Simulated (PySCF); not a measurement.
# AlF: one state, many levels of theory

State: ¹Σ⁺ (singlet), closed shell. Set-up: Al def2-SVPD, F def2-SVPD; no relativity (PySCF 2.14). De refers to Al + F in their high-spin ground configurations, without counterpoise correction. A positive dipole means Al(−)F(+).

```csv
Level,Re (Å),ωe (cm⁻¹),De (eV),μ (D),"CPU s a point (SCF and correlation, without the integrals)"
RHF,1.678,806,5.17,-1.48,0.027
RHF-MP2,1.709,757,7.09,n/a,0.038
RHF-SCS-MP2,1.708,759,6.91,n/a,n/a
RHF-CCSD,1.703,769,6.65,n/a,n/a
RHF-CCSD(T),1.707,761,6.74,n/a,0.25
PBE,1.718,732,7.03,-1.73,0.18
BLYP,1.722,724,7.01,-1.84,0.13
r²SCAN,1.697,769,6.87,-1.50,0.25
B3LYP,1.704,754,6.88,-1.79,0.22
PBE0,1.698,765,6.74,-1.66,0.37
MN15,1.696,775,7.26,-1.71,0.29
```

Q: Which functional lies closest to RHF-CCSD(T) in De, which farthest, and by how much do they differ from it?

A: Closest is PBE0 (-0.9 pm in Re, +0.5 % in ωe, +0.00 eV in De against RHF-CCSD(T) in the same basis), farthest MN15 (-1.1 pm in Re, +1.8 % in ωe, +0.52 eV in De). CCSD(T) converges more slowly with the basis than the functionals do and binds too weakly in this one, so the order can change at the basis-set limit.

Q: What does a quarter of exact exchange do here, going from PBE to PBE0?

A: PBE0 less PBE: -2.0 pm in Re, +4.5 % in ωe, -0.29 eV in De. Exact exchange removes part of the self-interaction that spreads semilocal densities, and in most molecules shortens and stiffens the bond and lowers De; so it does here.

Q: What does the step from GGA to meta-GGA do here, going from PBE to r²SCAN?

A: r²SCAN less PBE: -2.1 pm in Re, +5.1 % in ωe, -0.16 eV in De. 

Correlated steps freeze 6 core orbitals. Correlated levels converge slowly with the basis: in double zeta they bind strong bonds too weakly, by up to about 1 eV, and carry superposition errors of some tenths. Where the molecule has an RHF reference, its open-shell atoms are computed with UHF.

The whole job (state search and all levels along the bond) took about 0.43 min on 1 thread of AMD EPYC 9R45 96-Core (shared host), peak memory 0.51 GiB.
